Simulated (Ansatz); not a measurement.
## Which isomer of BH2N2 gives these data?

These gas-phase data were calculated for one isomer of BH2N2 at PBE0-D4/def2-TZVP (harmonic, unscaled wavenumbers; equilibrium rotational constants with average atomic masses):

```
rotational constants            : 349.6, 8.849, 8.63 GHz
all wavenumbers above 1500 cm⁻¹ : 3706, 3614, 1888, 1591
```

Candidates:

(1) `BN=[N]`, a doublet
(2) `[N]=BN`, a doublet

**Question.** Which structure fits?

**Answer.** Candidate (2). The band at 3706 cm⁻¹ lies where the N–H stretch is expected; (1) has no mode between 3250 and 3800 cm⁻¹.

The same quantities for all candidates:

|  | rotational constants (GHz) | wavenumbers above 1500 cm⁻¹ | E above the lowest, PBE0-D4/def2-TZVP (kcal/mol) |
| --- | --- | --- | --- |
| (1) | 220.1, 10.85, 10.34 | 2743, 2628, 2099 | 0.0 |
| (2) | 349.6, 8.849, 8.63 | 3706, 3614, 1888, 1591 | 5.5 |

Harmonic stretches to hydrogen usually lie a few per cent above observed fundamentals. Each candidate is one conformer. Open shells are spin-unrestricted. Programs: Ansatz 0.2.0.
